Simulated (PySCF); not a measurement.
**NH: from constants to spectrum**

UHF-CCSD(T) constants of NH, ³Σ⁻ (triplet), unpaired electrons π ↑↑ (H def2-TZVPP, N def2-TZVPP; no relativity (PySCF 2.14); masses 1.0078 and 14.0031 u):

| Item | Value |
| --- | --- |
| ωe | 3271.2 cm⁻¹ |
| ωexe | 79.0 cm⁻¹ |
| Be | 16.618 cm⁻¹ |
| αe | 0.654 cm⁻¹ |
| De to H + N | 3.45 eV |

(1) What force constant and bond length do these constants imply?

(2) Estimate the centrifugal constant D from the Kratzer relation and find the Dunham coefficient a1.

Measured values (Huber and Herzberg, Constants of Diatomic Molecules (1979)): ωe = 3282.27 cm⁻¹, ωexe = 78.35 cm⁻¹, Be = 16.6993 cm⁻¹, αe = 0.649 cm⁻¹.

Correlated steps freeze 1 core orbital. The state is the lowest determinant that a PBE0 search found; another state may lie lower at other levels.

Results:

(1) Reduced mass μred = 0.94016 u; k = 5.8918×10⁻⁷·μred·ωe² (u, cm⁻¹, mdyn/Å) = 5.93 mdyn/Å; Re = √(16.8576/(μred·Be)) (u, cm⁻¹, Å) = 1.039 Å.

(2) D = 4Be³/ωe² = 0.00172 cm⁻¹; a1 = −1 − αeωe/(6Be²) = -2.29.
